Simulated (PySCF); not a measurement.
First SCF of a structure search on doublet BO₂, at a hand-made linear geometry. PySCF input:

```python
from pyscf import gto, scf, dft
mol = gto.M(atom='''
B      0.000000     0.000000     0.000000
O      0.000000     0.000000     1.350000
O      0.000000     0.000000    -1.350000''',
    basis={'B': 'def2-TZVP', 'O': 'def2-TZVP'},
    charge=0, spin=1)
mf = dft.UKS(mol, xc='PBE')
mf.grids.atom_grid = (50, 194)
aux = {'B': 'def2-universal-JKFIT', 'O': 'def2-universal-JKFIT'}
mf = mf.density_fit(auxbasis=aux)
mf.conv_tol = 1e-08
mf.diis_space = 10
mf.max_cycle = 60
mf.init_guess = 'minao'
mf.verbose = 4
mf.kernel()
```

Excerpt of the output (cycles alone):

```
init E= -175.259002893822
cycle= 1 E= -175.064465683483  delta_E= 0.195  |g|= 0.532  |ddm|= 1.31
cycle= 2 E= -174.453480293261  delta_E= 0.611  |g|= 1.35  |ddm|= 0.857
cycle= 3 E= -175.175397376169  delta_E= -0.722  |g|= 0.0437  |ddm|= 0.604
cycle= 4 E= -175.176415535753  delta_E= -0.00102  |g|= 0.0228  |ddm|= 0.0594
cycle= 5 E= -175.176678787111  delta_E= -0.000263  |g|= 0.0045  |ddm|= 0.0229
cycle= 6 E= -175.176692703047  delta_E= -1.39e-05  |g|= 0.000811  |ddm|= 0.00424
cycle= 7 E= -175.176693510417  delta_E= -8.07e-07  |g|= 0.000282  |ddm|= 0.00119
cycle= 8 E= -175.176693577862  delta_E= -6.74e-08  |g|= 3.24e-05  |ddm|= 0.000374
cycle= 9 E= -175.176693578878  delta_E= -1.02e-09  |g|= 5.05e-06  |ddm|= 4.35e-05
Extra cycle  E= -175.17669357887  delta_E= 7.84e-12  |g|= 8.95e-06  |ddm|= 1.04e-05
converged SCF energy = -175.17669357887  <S^2> = 0.76294272  2S+1 = 2.0129011
```

No lower solution of this spin was found from smeared starts or by a stability analysis within the unrestricted form.

The search for the lowest solution, 3 starts and the stability check together, took 4.2 s on 4 threads of a shared Arm Neoverse V2 host, with 93 basis functions; the process peaked at 0.36 GiB. Launch command: `OMP_NUM_THREADS=4 python axn.py task.json out`.
